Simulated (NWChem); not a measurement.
# chloromethane (CH₃Cl); SMILES CCl

```xyz
5

C      0.0000     0.0000    -1.1109
Cl     0.0000     0.0000     0.6644
H      0.7330     0.7330    -1.4701
H      0.2683    -1.0013    -1.4701
H     -1.0013     0.2683    -1.4701
```
Atoms are numbered in this order, from 1.

Results from NWChem. Geometry: optimised at PBE0/def2-SVP. Vertical excitations in the gas phase; the lowest state need not have the same character in each row.

For level CAM-B3LYP/aug-cc-pVDZ, full TDDFT:

| Property | Value |
|---|---|
| orbital gap (eV) | 10.15 |

Question: Estimate the same quantities for level LRC-wPBEh/aug-cc-pVDZ, full TDDFT.

Answer: The orbital gap (eV) is 11.15.
